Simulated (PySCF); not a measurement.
Cartesian coordinates (Å):
```xyz
3

N     -0.0009     0.4224     0.0000
H      0.8074    -0.2094     0.0000
H     -0.8065    -0.2130     0.0000
```
Charge 0, spin multiplicity 2.

Q: Predict the dipole moment, total energy and highest occupied spin orbital from CAM-B3LYP-D3(BJ)/def2-TZVP in PySCF.

A: 
| Item | Result |
|---|---|
| dipole moment | 1.98 D |
| total energy | -55.8756 Ha |
| highest occupied spin orbital | -10.18 eV |
